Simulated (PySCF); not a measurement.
**GeH2, quintet: reading a ladder of total energies**

Geometry: that of the GeH2, triplet, kept fixed. The singlet lies 8.1 eV lower here.

```xyz
3

Ge    0.0000   -0.0208    0.0000
H     0.0000    0.7490   -1.3344
H     0.0000    0.7490    1.3344
```

Basis cc-pVDZ; PySCF 2.14.0. Correlated methods freeze the noble-gas cores and the filled d shells of p-block atoms, which leaves 6 electrons in 23 orbitals. R marks a restricted (for open shells ROHF) determinant. No spin–orbit coupling is included, and no scalar relativity.

Full CI is exact within this basis and frozen core; it isn't the basis-set limit.

RCCSD has a T1 diagnostic of 0.021 and a largest doubles amplitude of 0.10.

| level | total energy (hartree) |
| --- | --- |
| RHF | -2076.153455 |
| RMP2 | -2076.216714 |
| RCCSD | -2076.235284 |
| RCCSD(T) | -2076.237326 |
| RCCSDT | -2076.237918 |
| full CI | -2076.238033 |

What is the correlation energy at full CI, and what share of it do RMP2 and RCCSDT recover?

E(corr) = -2076.238033 − (-2076.153455) = -0.084578 hartree = -2.301 eV. RMP2: -0.063259 / -0.084578 = 74.79 %. RCCSDT: -0.084463 / -0.084578 = 99.86 %.

By how many kcal/mol does RCCSD(T) miss full CI (1 hartree = 627.509 kcal/mol), and which steps make up the rest?

-2076.237326 − (-2076.238033) = 0.000707 hartree = 0.44 kcal/mol. Steps: RCCSDT − RCCSD(T) = -0.37, full CI − RCCSDT = -0.07 kcal/mol. That is within 1 kcal/mol of the reference in this basis, which itself misses far more of the correlation at the basis-set limit.
